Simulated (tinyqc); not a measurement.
RHF in the sto-6g basis, for BH3, spin multiplicity 1, step by step (part 1 of 2). Computed by tinyqc, a small Python program that keeps every step (integrals from PySCF). Settings: charge = 0, multiplicity = 1, basis = sto-6g, energy threshold = 1e-08, iteration cap = 78, orthogonalisation = symmetric, start = Wolfsberg-Helmholz matrix, DIIS depth = 3, method = RHF. Command: `OMP_NUM_THREADS=1 python tinyqc.py 22684 22685 out.jsonl` (the two numbers bound the seeds that draw the settings). One thread of a shared host (Intel(R) Xeon(R) Processor @ 2.60GHz), about 0.2 s of CPU time with the checks. Later iterations appear only in the table of the cycle.

## One-electron integrals

Geometry (angstrom):
```
atom        x        y       z
B      0.0000   0.0000  0.0340
H      1.1860   0.0000  0.0000
H     -0.5930   1.0270  0.0000
H     -0.5930  -1.0270  0.0000
```

Basis sto-6g: exponents (1/bohr^2) and contraction coefficients of normalised primitives:
```
element  l (shell)  exponent  coefficient
B            s (1)  506.0111       0.0092
B            s (1)   92.7768       0.0494
B            s (1)   25.9557       0.1685
B            s (1)    8.9164       0.3706
B            s (1)    3.4625       0.4165
B            s (1)    1.4261       0.1303
B            s (2)   23.1946      -0.0133
B            s (2)    4.5908      -0.0470
B            s (2)    1.4268      -0.0338
B            s (2)    0.5489       0.2502
B            s (2)    0.2384       0.5951
B            s (2)    0.1093       0.2407
B            p (3)   23.1946       0.0038
B            p (3)    4.5908       0.0377
B            p (3)    1.4268       0.1739
B            p (3)    0.5489       0.4180
B            p (3)    0.2384       0.4259
B            p (3)    0.1093       0.1017
H            s (1)   35.5232       0.0092
H            s (1)    6.5131       0.0494
H            s (1)    1.8221       0.1685
H            s (1)    0.6260       0.3706
H            s (1)    0.2431       0.4165
H            s (1)    0.1001       0.1303
```

Overlap, kinetic and nuclear-attraction integrals over the contracted functions; the nuclear repulsion is the sum of Za Zb / Rab.

nuclear repulsion = 7.463252 hartree

overlap S:
```
         1B 1s   1B 2s   1B 2px   1B 2py   1B 2pz    2H 1s    3H 1s    4H 1s
1B 1s   1.0000  0.2649   0.0000   0.0000   0.0000   0.0696   0.0697   0.0697
1B 2s   0.2649  1.0000   0.0000   0.0000   0.0000   0.4780   0.4781   0.4781
1B 2px  0.0000  0.0000   1.0000   0.0000   0.0000   0.4892  -0.2447  -0.2447
1B 2py  0.0000  0.0000   0.0000   1.0000   0.0000   0.0000   0.4237  -0.4237
1B 2pz  0.0000  0.0000   0.0000   0.0000   1.0000  -0.0140  -0.0140  -0.0140
2H 1s   0.0696  0.4780   0.4892   0.0000  -0.0140   1.0000   0.1099   0.1099
3H 1s   0.0697  0.4781  -0.2447   0.4237  -0.0140   0.1099   1.0000   0.1099
4H 1s   0.0697  0.4781  -0.2447  -0.4237  -0.0140   0.1099   0.1099   1.0000
```

kinetic energy T (hartree):
```
          1B 1s    1B 2s   1B 2px   1B 2py   1B 2pz    2H 1s    3H 1s    4H 1s
1B 1s   10.9472  -0.3339   0.0000   0.0000   0.0000  -0.0107  -0.0107  -0.0107
1B 2s   -0.3339   0.3745   0.0000   0.0000   0.0000   0.0892   0.0892   0.0892
1B 2px   0.0000   0.0000   1.1250   0.0000   0.0000   0.2323  -0.1162  -0.1162
1B 2py   0.0000   0.0000   0.0000   1.1250   0.0000   0.0000   0.2012  -0.2012
1B 2pz   0.0000   0.0000   0.0000   0.0000   1.1250  -0.0067  -0.0067  -0.0067
2H 1s   -0.0107   0.0892   0.2323   0.0000  -0.0067   0.7685  -0.0120  -0.0120
3H 1s   -0.0107   0.0892  -0.1162   0.2012  -0.0067  -0.0120   0.7685  -0.0120
4H 1s   -0.0107   0.0892  -0.1162  -0.2012  -0.0067  -0.0120  -0.0120   0.7685
```

nuclear attraction V (hartree):
```
           1B 1s    1B 2s   1B 2px   1B 2py   1B 2pz    2H 1s    3H 1s    4H 1s
1B 1s   -24.7298  -3.0986   0.0000   0.0000   0.0017  -0.8985  -0.8987  -0.8987
1B 2s    -3.0986  -5.0400   0.0000   0.0000   0.0139  -2.1224  -2.1226  -2.1226
1B 2px    0.0000   0.0000  -5.1006   0.0000   0.0000  -2.0578   1.0291   1.0291
1B 2py    0.0000   0.0000   0.0000  -5.1006   0.0000   0.0000  -1.7823   1.7823
1B 2pz    0.0017   0.0139   0.0000   0.0000  -4.9184   0.0619   0.0619   0.0619
2H 1s    -0.8985  -2.1224  -2.0578   0.0000   0.0619  -3.9522  -0.4703  -0.4703
3H 1s    -0.8987  -2.1226   1.0291  -1.7823   0.0619  -0.4703  -3.9523  -0.4704
4H 1s    -0.8987  -2.1226   1.0291   1.7823   0.0619  -0.4703  -0.4704  -3.9523
```

core Hamiltonian H = T + V (hartree):
```
           1B 1s    1B 2s   1B 2px   1B 2py   1B 2pz    2H 1s    3H 1s    4H 1s
1B 1s   -13.7826  -3.4325   0.0000   0.0000   0.0017  -0.9092  -0.9094  -0.9094
1B 2s    -3.4325  -4.6655   0.0000   0.0000   0.0139  -2.0332  -2.0335  -2.0335
1B 2px    0.0000   0.0000  -3.9756   0.0000   0.0000  -1.8256   0.9129   0.9129
1B 2py    0.0000   0.0000   0.0000  -3.9756   0.0000   0.0000  -1.5811   1.5811
1B 2pz    0.0017   0.0139   0.0000   0.0000  -3.7934   0.0552   0.0552   0.0552
2H 1s    -0.9092  -2.0332  -1.8256   0.0000   0.0552  -3.1836  -0.4822  -0.4822
3H 1s    -0.9094  -2.0335   0.9129  -1.5811   0.0552  -0.4822  -3.1838  -0.4823
4H 1s    -0.9094  -2.0335   0.9129   1.5811   0.0552  -0.4822  -0.4823  -3.1838
```

## Two-electron integrals

Functions are numbered as in S; the eight-fold symmetry (ij|kl) = (ji|kl) = (kl|ij) leaves the list below.

Two-electron integrals (ij|kl) in chemists' order, unique and non-zero (hartree):
```
(11|11) 2.9250      (21|11) 0.4808      (21|21) 0.0995      (22|11) 0.7434
(22|21) 0.1890      (22|22) 0.5449      (31|31) 0.0211      (32|31) 0.0309
(32|32) 0.1204      (33|11) 0.7434      (33|21) 0.1890      (33|22) 0.5449
(33|33) 0.5871      (41|41) 0.0211      (42|41) 0.0309      (42|42) 0.1204
(43|43) 0.0316      (44|11) 0.7434      (44|21) 0.1890      (44|22) 0.5449
(44|33) 0.5238      (44|44) 0.5871      (51|51) 0.0211      (52|51) 0.0309
(52|52) 0.1204      (53|53) 0.0316      (54|54) 0.0316      (55|11) 0.7434
(55|21) 0.1890      (55|22) 0.5449      (55|33) 0.5238      (55|44) 0.5238
(55|55) 0.5871      (61|11) 0.1316      (61|21) 0.0263      (61|22) 0.0495
(61|31) 0.0021      (61|32) 0.0039      (61|33) 0.0500      (61|44) 0.0492
(61|51) -5.92e-05   (61|52) -1.12e-04   (61|53) -2.32e-05   (61|55) 0.0492
(61|61) 0.0072      (62|11) 0.2871      (62|21) 0.0740      (62|22) 0.2317
(62|31) 0.0087      (62|32) 0.0490      (62|33) 0.2442      (62|44) 0.2254
(62|51) -2.48e-04   (62|52) -0.0014     (62|53) -0.0005     (62|55) 0.2254
(62|61) 0.0207      (62|62) 0.1315      (63|11) 0.2604      (63|21) 0.0682
(63|22) 0.2248      (63|31) 0.0150      (63|32) 0.0796      (63|33) 0.2485
(63|44) 0.2129      (63|51) -1.97e-04   (63|52) -0.0012     (63|53) -0.0008
(63|55) 0.2129      (63|61) 0.0202      (63|62) 0.1497      (63|63) 0.1821
(64|41) 0.0081      (64|42) 0.0360      (64|43) 0.0094      (64|54) -2.70e-04
(64|64) 0.0153      (65|11) -0.0075     (65|21) -0.0020     (65|22) -0.0064
(65|31) -1.97e-04   (65|32) -0.0012     (65|33) -0.0066     (65|44) -0.0061
(65|51) 0.0081      (65|52) 0.0361      (65|53) 0.0094      (65|55) -0.0066
(65|61) -0.0006     (65|62) -0.0043     (65|63) -0.0048     (65|65) 0.0154
(66|11) 0.4388      (66|21) 0.1156      (66|22) 0.4058      (66|31) 0.0173
(66|32) 0.1265      (66|33) 0.4542      (66|44) 0.3816      (66|51) -4.97e-04
(66|52) -0.0036     (66|53) -0.0021     (66|55) 0.3817      (66|61) 0.0333
(66|62) 0.2874      (66|63) 0.3569      (66|65) -0.0102     (66|66) 0.7750
(71|11) 0.1316      (71|21) 0.0263      (71|22) 0.0495      (71|31) -0.0010
(71|32) -0.0020     (71|33) 0.0494      (71|41) 0.0018      (71|42) 0.0034
(71|43) -3.51e-04   (71|44) 0.0498      (71|51) -5.92e-05   (71|52) -1.12e-04
(71|53) 1.16e-05    (71|54) -2.01e-05   (71|55) 0.0492      (71|61) 0.0069
(71|62) 0.0188      (71|63) 0.0169      (71|64) 0.0008      (71|65) -0.0005
(71|66) 0.0291      (71|71) 0.0072      (72|11) 0.2872      (72|21) 0.0741
(72|22) 0.2317      (72|31) -0.0043     (72|32) -0.0245     (72|33) 0.2301
(72|41) 0.0075      (72|42) 0.0425      (72|43) -0.0082     (72|44) 0.2396
(72|51) -2.48e-04   (72|52) -0.0014     (72|53) 2.70e-04    (72|54) -4.68e-04
(72|55) 0.2254      (72|61) 0.0188      (72|62) 0.0895      (72|63) 0.0809
(72|64) 0.0107      (72|65) -0.0029     (72|66) 0.1513      (72|71) 0.0207
(72|72) 0.1315      (73|11) -0.1302     (73|21) -0.0341     (73|22) -0.1124
(73|31) 0.0099      (73|32) 0.0469      (73|33) -0.1180     (73|41) -0.0030
(73|42) -0.0189     (73|43) 0.0118      (73|44) -0.1128     (73|51) 9.86e-05
(73|52) 0.0006      (73|53) -3.91e-04   (73|54) 2.09e-04    (73|55) -0.1065
(73|61) -0.0077     (73|62) -0.0311     (73|63) -0.0199     (73|64) -0.0026
(73|65) 0.0010      (73|66) -0.0444     (73|71) -0.0101     (73|72) -0.0749
(73|73) 0.0570      (74|11) 0.2255      (74|21) 0.0590      (74|22) 0.1947
(74|31) -0.0030     (74|32) -0.0189     (74|33) 0.1880      (74|41) 0.0133
(74|42) 0.0687      (74|43) -0.0110     (74|44) 0.2116      (74|51) -1.71e-04
(74|52) -0.0011     (74|53) 2.09e-04    (74|54) -0.0006     (74|55) 0.1844
(74|61) 0.0150      (74|62) 0.0754      (74|63) 0.0678      (74|64) 0.0177
(74|65) -0.0024     (74|66) 0.1275      (74|71) 0.0175      (74|72) 0.1296
(74|73) -0.0722     (74|74) 0.1404      (75|11) -0.0075     (75|21) -0.0020
(75|22) -0.0064     (75|31) 9.86e-05    (75|32) 0.0006      (75|33) -0.0062
(75|41) -1.71e-04   (75|42) -0.0011     (75|43) 2.09e-04    (75|44) -0.0065
(75|51) 0.0082      (75|52) 0.0361      (75|53) -0.0047     (75|54) 0.0082
(75|55) -0.0066     (75|61) -0.0005     (75|62) -0.0029     (75|63) -0.0025
(75|64) -3.31e-04   (75|65) 0.0096      (75|66) -0.0051     (75|71) -0.0006
(75|72) -0.0043     (75|73) 0.0024      (75|74) -0.0041     (75|75) 0.0154
(76|11) 0.0637      (76|21) 0.0164      (76|22) 0.0518      (76|31) 0.0008
(76|32) 0.0046      (76|33) 0.0523      (76|41) 0.0014      (76|42) 0.0080
(76|43) 3.75e-04    (76|44) 0.0528      (76|51) -9.27e-05   (76|52) -0.0005
(76|53) -7.50e-05   (76|54) -1.30e-04   (76|55) 0.0504      (76|61) 0.0044
(76|62) 0.0254      (76|63) 0.0267      (76|64) 0.0027      (76|65) -0.0009
(76|66) 0.0504      (76|71) 0.0044      (76|72) 0.0254      (76|73) -0.0110
(76|74) 0.0245      (76|75) -0.0009     (76|76) 0.0061      (77|11) 0.4388
(77|21) 0.1156      (77|22) 0.4058      (77|31) -0.0087     (77|32) -0.0633
(77|33) 0.3998      (77|41) 0.0150      (77|42) 0.1095      (77|43) -0.0314
(77|44) 0.4361      (77|51) -4.97e-04   (77|52) -0.0036     (77|53) 0.0010
(77|54) -0.0018     (77|55) 0.3817      (77|61) 0.0291      (77|62) 0.1513
(77|63) 0.1326      (77|64) 0.0253      (77|65) -0.0051     (77|66) 0.2569
(77|71) 0.0333      (77|72) 0.2874      (77|73) -0.1785     (77|74) 0.3091
(77|75) -0.0102     (77|76) 0.0504      (77|77) 0.7750      (81|11) 0.1316
(81|21) 0.0263      (81|22) 0.0495      (81|31) -0.0010     (81|32) -0.0020
(81|33) 0.0494      (81|41) -0.0018     (81|42) -0.0034     (81|43) 3.51e-04
(81|44) 0.0498      (81|51) -5.92e-05   (81|52) -1.12e-04   (81|53) 1.16e-05
(81|54) 2.01e-05    (81|55) 0.0492      (81|61) 0.0069      (81|62) 0.0188
(81|63) 0.0169      (81|64) -0.0008     (81|65) -0.0005     (81|66) 0.0291
(81|71) 0.0069      (81|72) 0.0188      (81|73) -0.0092     (81|74) 0.0142
(81|75) -0.0005     (81|76) 0.0041      (81|77) 0.0291      (81|81) 0.0072
(82|11) 0.2872      (82|21) 0.0741      (82|22) 0.2317      (82|31) -0.0043
(82|32) -0.0245     (82|33) 0.2301      (82|41) -0.0075     (82|42) -0.0425
(82|43) 0.0082      (82|44) 0.2396      (82|51) -2.48e-04   (82|52) -0.0014
(82|53) 2.70e-04    (82|54) 4.68e-04    (82|55) 0.2254      (82|61) 0.0188
(82|62) 0.0895      (82|63) 0.0809      (82|64) -0.0107     (82|65) -0.0029
(82|66) 0.1513      (82|71) 0.0188      (82|72) 0.0895      (82|73) -0.0497
(82|74) 0.0647      (82|75) -0.0029     (82|76) 0.0189      (82|77) 0.1513
(82|81) 0.0207      (82|82) 0.1315      (83|11) -0.1302     (83|21) -0.0341
(83|22) -0.1124     (83|31) 0.0099      (83|32) 0.0469      (83|33) -0.1180
(83|41) 0.0030      (83|42) 0.0189      (83|43) -0.0118     (83|44) -0.1128
(83|51) 9.86e-05    (83|52) 0.0006      (83|53) -3.91e-04   (83|54) -2.09e-04
(83|55) -0.1065     (83|61) -0.0077     (83|62) -0.0311     (83|63) -0.0199
(83|64) 0.0026      (83|65) 0.0010      (83|66) -0.0444     (83|71) -0.0092
(83|72) -0.0497     (83|73) 0.0365      (83|74) -0.0352     (83|75) 0.0015
(83|76) -0.0082     (83|77) -0.0883     (83|81) -0.0101     (83|82) -0.0749
(83|83) 0.0570      (84|11) -0.2255     (84|21) -0.0590     (84|22) -0.1947
(84|31) 0.0030      (84|32) 0.0189      (84|33) -0.1880     (84|41) 0.0133
(84|42) 0.0687      (84|43) -0.0110     (84|44) -0.2116     (84|51) 1.71e-04
(84|52) 0.0011      (84|53) -2.09e-04   (84|54) -0.0006     (84|55) -0.1844
(84|61) -0.0150     (84|62) -0.0754     (84|63) -0.0678     (84|64) 0.0177
(84|65) 0.0024      (84|66) -0.1275     (84|71) -0.0142     (84|72) -0.0647
(84|73) 0.0352      (84|74) -0.0387     (84|75) 0.0020      (84|76) -0.0141
(84|77) -0.1022     (84|81) -0.0175     (84|82) -0.1296     (84|83) 0.0722
(84|84) 0.1404      (85|11) -0.0075     (85|21) -0.0020     (85|22) -0.0064
(85|31) 9.86e-05    (85|32) 0.0006      (85|33) -0.0062     (85|41) 1.71e-04
(85|42) 0.0011      (85|43) -2.09e-04   (85|44) -0.0065     (85|51) 0.0082
(85|52) 0.0361      (85|53) -0.0047     (85|54) -0.0082     (85|55) -0.0066
(85|61) -0.0005     (85|62) -0.0029     (85|63) -0.0025     (85|64) 3.31e-04
(85|65) 0.0096      (85|66) -0.0051     (85|71) -0.0005     (85|72) -0.0029
(85|73) 0.0015      (85|74) -0.0020     (85|75) 0.0096      (85|76) -0.0007
(85|77) -0.0051     (85|81) -0.0006     (85|82) -0.0043     (85|83) 0.0024
(85|84) 0.0041      (85|85) 0.0154      (86|11) 0.0637      (86|21) 0.0164
(86|22) 0.0518      (86|31) 0.0008      (86|32) 0.0046      (86|33) 0.0523
(86|41) -0.0014     (86|42) -0.0080     (86|43) -3.75e-04   (86|44) 0.0528
(86|51) -9.27e-05   (86|52) -0.0005     (86|53) -7.50e-05   (86|54) 1.30e-04
(86|55) 0.0504      (86|61) 0.0044      (86|62) 0.0254      (86|63) 0.0267
(86|64) -0.0027     (86|65) -0.0009     (86|66) 0.0504      (86|71) 0.0041
(86|72) 0.0189      (86|73) -0.0082     (86|74) 0.0141      (86|75) -0.0007
(86|76) 0.0048      (86|77) 0.0313      (86|81) 0.0044      (86|82) 0.0254
(86|83) -0.0110     (86|84) -0.0245     (86|85) -0.0009     (86|86) 0.0061
(87|11) 0.0637      (87|21) 0.0164      (87|22) 0.0518      (87|31) -0.0016
(87|32) -0.0092     (87|33) 0.0530      (87|44) 0.0521      (87|51) -9.27e-05
(87|52) -0.0005     (87|53) 1.50e-04    (87|55) 0.0504      (87|61) 0.0041
(87|62) 0.0189      (87|63) 0.0163      (87|65) -0.0007     (87|66) 0.0313
(87|71) 0.0044      (87|72) 0.0254      (87|73) -0.0157     (87|74) 0.0217
(87|75) -0.0009     (87|76) 0.0048      (87|77) 0.0504      (87|81) 0.0044
(87|82) 0.0254      (87|83) -0.0157     (87|84) -0.0217     (87|85) -0.0009
(87|86) 0.0048      (87|87) 0.0061      (88|11) 0.4388      (88|21) 0.1156
(88|22) 0.4058      (88|31) -0.0087     (88|32) -0.0633     (88|33) 0.3998
(88|41) -0.0150     (88|42) -0.1095     (88|43) 0.0314      (88|44) 0.4361
(88|51) -4.97e-04   (88|52) -0.0036     (88|53) 0.0010      (88|54) 0.0018
(88|55) 0.3817      (88|61) 0.0291      (88|62) 0.1513      (88|63) 0.1326
(88|64) -0.0253     (88|65) -0.0051     (88|66) 0.2569      (88|71) 0.0291
(88|72) 0.1513      (88|73) -0.0883     (88|74) 0.1022      (88|75) -0.0051
(88|76) 0.0313      (88|77) 0.2569      (88|81) 0.0333      (88|82) 0.2874
(88|83) -0.1785     (88|84) -0.3091     (88|85) -0.0102     (88|86) 0.0504
(88|87) 0.0504      (88|88) 0.7750
```

## Orthogonalisation

S = U s U^T; symmetric (Loewdin) form X = U s^(-1/2) U^T, so that X^T S X = 1.

eigenvalues of S: 0.2540  0.3433  0.3433  0.9494  1.0011  1.5468  1.5468  2.0154

X:
```
          1B 1s    1B 2s   1B 2px   1B 2py   1B 2pz    2H 1s    3H 1s    4H 1s
1B 1s    1.0318  -0.1750   0.0000   0.0000   0.0010   0.0245   0.0245   0.0245
1B 2s   -0.1750   1.4412   0.0000   0.0000  -0.0119  -0.3505  -0.3506  -0.3506
1B 2px   0.0000   0.0000   1.2141   0.0000   0.0000  -0.3669   0.1835   0.1835
1B 2py   0.0000   0.0000   0.0000   1.2142   0.0000   0.0000  -0.3178   0.3178
1B 2pz   0.0010  -0.0119   0.0000   0.0000   1.0003   0.0101   0.0101   0.0101
2H 1s    0.0245  -0.3505  -0.3669   0.0000   0.0101   1.2781  -0.0185  -0.0185
3H 1s    0.0245  -0.3506   0.1835  -0.3178   0.0101  -0.0185   1.2782  -0.0185
4H 1s    0.0245  -0.3506   0.1835   0.3178   0.0101  -0.0185  -0.0185   1.2782
```

## Starting guess

The start is the generalised Wolfsberg-Helmholz matrix (K = 1.75) built on H; D = 2 C_occ C_occ^T.

D at the start:
```
          1B 1s    1B 2s   1B 2px   1B 2py   1B 2pz    2H 1s    3H 1s    4H 1s
1B 1s    2.0470  -0.1221   0.0000   0.0000   0.0069  -0.1718  -0.1718  -0.1718
1B 2s   -0.1221   0.6533   0.0000   0.0000  -0.0178   0.3075   0.3075   0.3075
1B 2px   0.0000   0.0000   0.9336   0.0000   0.0000   0.4913  -0.2457  -0.2457
1B 2py   0.0000   0.0000   0.0000   0.9336   0.0000   0.0000   0.4255  -0.4255
1B 2pz   0.0069  -0.0178   0.0000   0.0000   0.0005  -0.0086  -0.0086  -0.0086
2H 1s   -0.1718   0.3075   0.4913   0.0000  -0.0086   0.4097   0.0219   0.0219
3H 1s   -0.1718   0.3075  -0.2457   0.4255  -0.0086   0.0219   0.4098   0.0219
4H 1s   -0.1718   0.3075  -0.2457  -0.4255  -0.0086   0.0219   0.0219   0.4098
```

## Iteration 1: building the Fock matrix

J_ij = sum D_kl (ij|kl), K_ij = sum D_kl (ik|jl); F = H + J - 0.5 K; E = tr D H + tr D J / 2 - 0.25 tr D K + E_nn.

Coulomb J (hartree):
```
          1B 1s    1B 2s   1B 2px   1B 2py   1B 2pz    2H 1s    3H 1s    4H 1s
1B 1s    9.4540   1.8909   0.0000   0.0000  -0.0028   0.5075   0.5077   0.5077
1B 2s    1.8909   4.3944   0.0000   0.0000  -0.0164   1.8814   1.8817   1.8817
1B 2px   0.0000   0.0000   4.4522   0.0000   0.0000   1.8391  -0.9197  -0.9197
1B 2py   0.0000   0.0000   0.0000   4.4522   0.0000   0.0000   1.5928  -1.5928
1B 2pz  -0.0028  -0.0164   0.0000   0.0000   4.2788  -0.0563  -0.0563  -0.0563
2H 1s    0.5075   1.8814   1.8391   0.0000  -0.0563   3.3926   0.4199   0.4199
3H 1s    0.5077   1.8817  -0.9197   1.5928  -0.0563   0.4199   3.3928   0.4201
4H 1s    0.5077   1.8817  -0.9197  -1.5928  -0.0563   0.4199   0.4201   3.3928
```

exchange K (hartree):
```
         1B 1s    1B 2s   1B 2px   1B 2py   1B 2pz    2H 1s    3H 1s    4H 1s
1B 1s   5.9031   1.0610   0.0000   0.0000   0.0007   0.2942   0.2943   0.2943
1B 2s   1.0610   1.4075   0.0000   0.0000  -0.0314   0.7717   0.7717   0.7717
1B 2px  0.0000   0.0000   1.2881   0.0000   0.0000   0.7710  -0.3856  -0.3856
1B 2py  0.0000   0.0000   0.0000   1.2881   0.0000   0.0000   0.6677  -0.6677
1B 2pz  0.0007  -0.0314   0.0000   0.0000   0.2802  -0.0225  -0.0225  -0.0225
2H 1s   0.2942   0.7717   0.7710   0.0000  -0.0225   1.1300   0.1987   0.1987
3H 1s   0.2943   0.7717  -0.3856   0.6677  -0.0225   0.1987   1.1301   0.1987
4H 1s   0.2943   0.7717  -0.3856  -0.6677  -0.0225   0.1987   0.1987   1.1301
```

Fock matrix F (hartree):
```
          1B 1s    1B 2s   1B 2px   1B 2py   1B 2pz    2H 1s    3H 1s    4H 1s
1B 1s   -7.2801  -2.0721   0.0000   0.0000  -0.0015  -0.5488  -0.5489  -0.5489
1B 2s   -2.0721  -0.9749   0.0000   0.0000   0.0133  -0.5376  -0.5377  -0.5377
1B 2px   0.0000   0.0000  -0.1675   0.0000   0.0000  -0.3720   0.1860   0.1860
1B 2py   0.0000   0.0000   0.0000  -0.1675   0.0000   0.0000  -0.3221   0.3221
1B 2pz  -0.0015   0.0133   0.0000   0.0000   0.3453   0.0101   0.0101   0.0101
2H 1s   -0.5488  -0.5376  -0.3720   0.0000   0.0101  -0.3560  -0.1616  -0.1616
3H 1s   -0.5489  -0.5377   0.1860  -0.3221   0.0101  -0.1616  -0.3561  -0.1616
4H 1s   -0.5489  -0.5377   0.1860   0.3221   0.0101  -0.1616  -0.1616  -0.3561
```

total energy of this density = -26.211867 hartree
